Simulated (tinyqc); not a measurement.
CID on RHF in the sto-3g basis, frozen core, for LiH, spin multiplicity 1, step by step. Computed by tinyqc, a small Python program that keeps every step (integrals from PySCF). Settings: charge = 0, multiplicity = 1, basis = sto-3g, method = RHF, frozen orbitals = 1, energy threshold = 1e-10, iteration cap = 56, orthogonalisation = symmetric, start = Wolfsberg-Helmholz matrix, DIIS depth = 6, ci = CID, davidson = 1. Command: `OMP_NUM_THREADS=1 python tinyqc.py 25853 25854 out.jsonl` (the two numbers bound the seeds that draw the settings). One thread of a shared host (Intel(R) Xeon(R) Processor @ 2.60GHz), about 0.1 s of CPU time with the checks. The early iterations of the SCF are left out here.

## One-electron integrals

Geometry (angstrom):
```
atom         x         y         z
Li    0.000000  0.000000  0.000000
H     0.000000  0.000000  1.486000
```

Basis sto-3g: exponents (1/bohr^2) and contraction coefficients of normalised primitives:
```
element  l (shell)   exponent  coefficient
Li           s (1)  16.119575     0.154329
Li           s (1)   2.936201     0.535328
Li           s (1)   0.794651     0.444635
Li           s (2)   0.636290    -0.099967
Li           s (2)   0.147860     0.399513
Li           s (2)   0.048089     0.700115
Li           p (3)   0.636290     0.155916
Li           p (3)   0.147860     0.607684
Li           p (3)   0.048089     0.391957
H            s (1)   3.425251     0.154329
H            s (1)   0.623914     0.535328
H            s (1)   0.168855     0.444635
```

Overlap, kinetic and nuclear-attraction integrals over the contracted functions; the nuclear repulsion is the sum of Za Zb / Rab.

nuclear repulsion = 1.06832546 hartree

overlap S, lower triangle:
```
           1Li 1s    1Li 2s   1Li 2px   1Li 2py   1Li 2pz     2H 1s
1Li 1s   1.000000
1Li 2s   0.241137  1.000000
1Li 2px  0.000000  0.000000  1.000000
1Li 2py  0.000000  0.000000  0.000000  1.000000
1Li 2pz  0.000000  0.000000  0.000000  0.000000  1.000000
2H 1s    0.084735  0.423757  0.000000  0.000000  0.532306  1.000000
```

kinetic energy T (hartree), lower triangle:
```
            1Li 1s    1Li 2s   1Li 2px   1Li 2py   1Li 2pz     2H 1s
1Li 1s    3.576786
1Li 2s   -0.020237  0.102163
1Li 2px   0.000000  0.000000  0.319682
1Li 2py   0.000000  0.000000  0.000000  0.319682
1Li 2pz   0.000000  0.000000  0.000000  0.000000  0.319682
2H 1s    -0.017224  0.050006  0.000000  0.000000  0.146864  0.760032
```

nuclear attraction V (hartree), lower triangle:
```
            1Li 1s     1Li 2s    1Li 2px    1Li 2py    1Li 2pz      2H 1s
1Li 1s   -8.338990
1Li 2s   -1.050200  -1.510711
1Li 2px   0.000000   0.000000  -1.466394
1Li 2py   0.000000   0.000000   0.000000  -1.466394
1Li 2pz  -0.018648  -0.128184   0.000000   0.000000  -1.569386
2H 1s    -0.370119  -0.816453   0.000000   0.000000  -1.041106  -2.290346
```

core Hamiltonian H = T + V (hartree), lower triangle:
```
            1Li 1s     1Li 2s    1Li 2px    1Li 2py    1Li 2pz      2H 1s
1Li 1s   -4.762203
1Li 2s   -1.070438  -1.408547
1Li 2px   0.000000   0.000000  -1.146712
1Li 2py   0.000000   0.000000   0.000000  -1.146712
1Li 2pz  -0.018648  -0.128184   0.000000   0.000000  -1.249704
2H 1s    -0.387343  -0.766448   0.000000   0.000000  -0.894242  -1.530314
```

## Two-electron integrals

Functions are numbered as in S; the eight-fold symmetry (ij|kl) = (ji|kl) = (kl|ij) leaves the list below.

Two-electron integrals (ij|kl) in chemists' order, unique and non-zero (hartree):
```
(11|11) 1.680395   (21|11) 0.265420   (21|21) 0.049941   (22|11) 0.397727
(22|21) 0.092860   (22|22) 0.290562   (31|31) 0.008981   (32|31) 0.013788
(32|32) 0.064184   (33|11) 0.396640   (33|21) 0.092880   (33|22) 0.290497
(33|33) 0.312946   (41|41) 0.008981   (42|41) 0.013788   (42|42) 0.064184
(43|43) 0.016869   (44|11) 0.396640   (44|21) 0.092880   (44|22) 0.290497
(44|33) 0.279207   (44|44) 0.312946   (51|51) 0.008981   (52|51) 0.013788
(52|52) 0.064184   (53|53) 0.016869   (54|54) 0.016869   (55|11) 0.396640
(55|21) 0.092880   (55|22) 0.290497   (55|33) 0.279207   (55|44) 0.279207
(55|55) 0.312946   (61|11) 0.091185   (61|21) 0.017225   (61|22) 0.032483
(61|33) 0.032099   (61|44) 0.032099   (61|51) 0.002035   (61|52) 0.003883
(61|55) 0.033266   (61|61) 0.006493   (62|11) 0.169381   (62|21) 0.039802
(62|22) 0.126676   (62|33) 0.120755   (62|44) 0.120755   (62|51) 0.006527
(62|52) 0.035814   (62|55) 0.138384   (62|61) 0.016261   (62|62) 0.085370
(63|31) 0.003619   (63|32) 0.015647   (63|53) 0.005879   (63|63) 0.007028
(64|41) 0.003619   (64|42) 0.015647   (64|54) 0.005879   (64|64) 0.007028
(65|11) 0.197563   (65|21) 0.047009   (65|22) 0.155673   (65|33) 0.145477
(65|44) 0.145477   (65|51) 0.010213   (65|52) 0.054754   (65|55) 0.175867
(65|61) 0.020192   (65|62) 0.116029   (65|65) 0.160931   (66|11) 0.353956
(66|21) 0.084760   (66|22) 0.291760   (66|33) 0.267025   (66|44) 0.267025
(66|51) 0.017213   (66|52) 0.108906   (66|55) 0.340713   (66|61) 0.036678
(66|62) 0.240034   (66|65) 0.340601   (66|66) 0.774606
```

## Orthogonalisation

S = U s U^T; symmetric (Loewdin) form X = U s^(-1/2) U^T, so that X^T S X = 1.

eigenvalues of S: 0.316116  0.797484  1.000000  1.000000  1.164875  1.721526

X, lower triangle:
```
            1Li 1s     1Li 2s   1Li 2px   1Li 2py    1Li 2pz     2H 1s
1Li 1s    1.022966
1Li 2s   -0.126134   1.128340
1Li 2px   0.000000   0.000000  1.000000
1Li 2py   0.000000   0.000000  0.000000  1.000000
1Li 2pz  -0.001184   0.132129  0.000000  0.000000   1.165387
2H 1s    -0.002269  -0.311216  0.000000  0.000000  -0.390262  1.270384
```

## Iteration 8 (converged): orbitals

converged F (hartree), lower triangle:
```
            1Li 1s     1Li 2s   1Li 2px   1Li 2py    1Li 2pz      2H 1s
1Li 1s   -2.343920
1Li 2s   -0.640004  -0.231982
1Li 2px   0.000000   0.000000  0.163700
1Li 2py   0.000000   0.000000  0.000000  0.163700
1Li 2pz   0.013344  -0.113197  0.000000  0.000000  -0.011889
2H 1s    -0.230475  -0.287200  0.000000  0.000000  -0.242050  -0.173409
```

Diagonalise F' = X^T F X, C = X C', fill 2 alpha and 2 beta electrons from the bottom; D = 2 C_occ C_occ^T. Each column has its largest component positive (the first on a tie).

F' = X^T F X (hartree), lower triangle:
```
           1          2         3         4          5         6
1  -2.290511
2  -0.346979   0.001850
3   0.000000   0.000000  0.163700
4   0.000000   0.000000  0.000000  0.163700
5   0.031020   0.028023  0.000000  0.000000   0.168270
6  -0.064092  -0.291123  0.000000  0.000000  -0.330433  0.135905
```

orbital energies (hartree): MO1 -2.346641, MO2 -0.294677, MO3 0.079081, MO4 0.163700, MO5 0.163700, MO6 0.577751

coefficients C:
```
               MO1        MO2        MO3       MO4        MO5        MO6
1Li 1s    0.991085  -0.175692  -0.208447  0.000000   0.000000   0.076209
1Li 2s    0.031863   0.444720   0.801793  0.000000   0.000000  -0.749474
1Li 2px   0.000000   0.000000   0.000000  0.475848   0.879528   0.000000
1Li 2py   0.000000   0.000000   0.000000  0.879528  -0.475848   0.000000
1Li 2pz  -0.007336   0.350028  -0.612780  0.000000   0.000000  -1.014800
2H 1s     0.007456   0.543461  -0.133021  0.000000   0.000000   1.244966
```

D after iteration 8, lower triangle:
```
            1Li 1s    1Li 2s   1Li 2px   1Li 2py   1Li 2pz     2H 1s
1Li 1s    2.026236
1Li 2s   -0.093110  0.397581
1Li 2px   0.000000  0.000000  0.000000
1Li 2py   0.000000  0.000000  0.000000  0.000000
1Li 2pz  -0.137535  0.310861  0.000000  0.000000  0.245146
2H 1s    -0.176184  0.483850  0.000000  0.000000  0.380343  0.590811
```

Within a degenerate level the vectors are fixed only up to a rotation; this is one choice.

## Convergence

Stop when the energy changes by less than 1e-10 hartree and every element of the error matrix X^T (F D S - S D F) X is below 3e-06.

Course of the cycle:
```
iteration  E (hartree)     change  largest element of the error matrix
1          -7.84337211          -                             9.20e-02
2          -7.85959848  -1.62e-02                             2.52e-02
3          -7.86244856  -2.85e-03                             1.15e-02
4          -7.86325047  -8.02e-04                             8.00e-04
5          -7.86325121  -7.48e-07                             2.36e-04
6          -7.86325128  -7.00e-08                             3.13e-05
7          -7.86325129  -1.32e-09                             7.56e-06
8          -7.86325129  -8.11e-11                             6.77e-08
```

PySCF RHF in the same basis = -7.86325129 hartree

Converged in 8 iterations.

## Integrals over molecular orbitals

(pq|rs) = sum C_ip C_jq C_kr C_ls (ij|kl), one index at a time.

one-electron integrals over orbitals h = C^T H C (hartree), lower triangle:
```
           1          2          3          4          5          6
1  -4.752524
2   0.110254  -1.537735
3   0.168326   0.035988  -1.133546
4   0.000000   0.000000   0.000000  -1.146712
5   0.000000   0.000000   0.000000   0.000000  -1.146712
6  -0.024177  -0.087824   0.032555   0.000000   0.000000  -0.931188
```

Two-electron integrals over orbitals (pq|rs), unique and non-zero (hartree); the lowest 1 orbital is frozen and left out:
```
(22|22) 0.495265    (32|22) -0.046712   (32|32) 0.012021    (33|22) 0.227072
(33|32) 0.005977    (33|33) 0.338926    (42|42) 0.024068    (43|42) 0.019204
(43|43) 0.041324    (44|22) 0.275844    (44|32) 0.004592    (44|33) 0.282245
(44|44) 0.312946    (52|52) 0.024068    (53|52) 0.019204    (53|53) 0.041324
(54|54) 0.016869    (55|22) 0.275844    (55|32) 0.004592    (55|33) 0.282245
(55|44) 0.279207    (55|55) 0.312946    (62|22) 0.133043    (62|32) -0.033352
(62|33) -0.009006   (62|44) -0.010122   (62|55) -0.010122   (62|62) 0.122838
(63|22) -0.050889   (63|32) 0.008319    (63|33) 0.036061    (63|44) 0.001299
(63|55) 0.001299    (63|62) -0.030954   (63|63) 0.026296    (64|42) -0.019500
(64|43) -0.013878   (64|64) 0.019425    (65|52) -0.019500   (65|53) -0.013878
(65|65) 0.019425    (66|22) 0.457773    (66|32) -0.041993   (66|33) 0.242093
(66|44) 0.269431    (66|55) 0.269431    (66|62) 0.141300    (66|63) -0.043480
(66|66) 0.456575
```

## CID: determinants and Hamiltonian

one-electron integrals dressed by the frozen orbital, h + 2 (pq|11) - (p1|1q) (hartree), lower triangle:
```
           2          3          4          5          6
2  -0.789942
3   0.046712  -0.363042
4   0.000000   0.000000  -0.363919
5   0.000000   0.000000   0.000000  -0.363919
6  -0.133043   0.068426   0.000000   0.000000  -0.214957
```

energy of the frozen orbital, 2 h_11 + (11|11) = -7.84695802 hartree

Hartree-Fock energy = -7.86325129 hartree

Slater-Condon rules over spin orbitals, with the nuclear repulsion and the energy of the frozen orbital added and E(HF) subtracted on the diagonal. Only determinants linked to the reference directly or through others are kept (one block of an abelian symmetry group), so some states are absent.

Occupation strings over the orbitals (2 doubly, a alpha, b beta, 0 empty; spin orbitals ordered 1a 1b 2a 2b ...): 220000 202000 20a00b 200200 200020 20b00a 200002

H - E(HF) between determinants (hartree), lower triangle:
```
           220000     202000     20a00b    200200    200020     20b00a    200002
220000   0.000000
202000   0.012021   0.697459
20a00b  -0.033352   0.104487   0.748712
200200   0.024068   0.041324  -0.013878  0.669726
200020   0.024068   0.041324  -0.013878  0.016869  0.669726
20b00a   0.033352  -0.104487  -0.026296  0.013878  0.013878   0.748712
200002   0.122838   0.026296   0.024946  0.019425  0.019425  -0.024946  1.111279
```

## CID: roots

Diagonalise (each vector has its largest component positive (the first on a tie)); all determinants have Ms = 0, so triplets appear too. The lowest singlet root is the correlation energy.

lowest roots of this matrix, relative to E(HF) (hartree): -0.018231  0.553899  0.652857  0.716878  0.722416  0.883804  1.133991

lowest vectors:
```
           root 1     root 2     root 3     root 4
220000   0.990831   0.036784   0.000000   0.055019
202000  -0.023242   0.721655   0.000000   0.321680
20a00b   0.047161  -0.376142   0.000000  -0.213623
200200  -0.027629  -0.312026   0.707107   0.631185
200020  -0.027629  -0.312026  -0.707107   0.631185
20b00a  -0.047161   0.376142   0.000000   0.213623
200002  -0.108348   0.013266   0.000000  -0.073734
```

<S^2> of these roots: 0.000000  0.000000  0.000000  0.000000  2.000000  0.000000  0.000000

weight of the ground state by excitation level 0, 1, 2, ...: 0.981746  0.000000  0.018254

## The lowest root by the Davidson method

Start from the reference; add the residual divided by (theta - H_ii), orthogonalised, at each step.

Davidson iterations:
```
iteration  subspace  lowest Ritz value (hartree)  residual norm
1                 1                            0       1.36e-01
2                 2                  -0.01812354       8.10e-03
3                 3                  -0.01822991       1.07e-03
4                 4                  -0.01823147       8.95e-05
5                 5                  -0.01823148       4.89e-17
```
